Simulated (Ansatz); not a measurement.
Problem. Name a neutral molecule of C, N, S and H with LUMO energy (ωB97M-V/def2-TZVPP) between 1.85 and 2.15 eV and HOMO–LUMO gap (B3LYP/def2-TZVPP) between 6.50 and 6.80 eV (Ansatz, PBE0-D4/def2-TZVP geometry).

Solution. `CC(N)S` (2.11 eV, 6.64 eV); `NCS` (2.05 eV, 6.78 eV); `N=C(N)S` (1.87 eV, 6.67 eV); `NC(N)S` (1.95 eV, 6.55 eV); `CC1N=C1S` (1.97 eV, 6.72 eV); `CSC(=N)N` (2.04 eV, 6.53 eV). Other molecules can fit too; these were computed, each in one conformer that needn't be the lowest.

B3LYP here is the variant with VWN-RPA as its local correlation; programs differ in this.
